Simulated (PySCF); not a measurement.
## How methods differ on the ionisation energy of N

N [He] 2s2 2p3 (4S) → N⁺ [He] 2s2 2p2 (3P), as a difference of total energies. All numbers are calculated (PySCF 2.14, no relativity, point nucleus, in def2-TZVP). Correlated levels: valence: 1s2 frozen. The calculations carry no spin-orbit coupling.

```csv
method,ionisation energy (eV)
UHF,13.898
M06-2X,14.539
PBE,14.716
MP2 (valence),14.564
SCS-MP2 (valence),14.311
CCSD (valence),14.424
CCSD(T) (valence),14.442
```

Q: How much does correlation contribute at CCSD(T) (valence)?

A: 14.442 − (13.898) = 0.544 eV, measured against UHF.

Errors of the correlated levels include the incompleteness of this basis and the frozen core.

For comparison: 14.545 eV (measured; NIST levels, between the centres of gravity of the two terms).
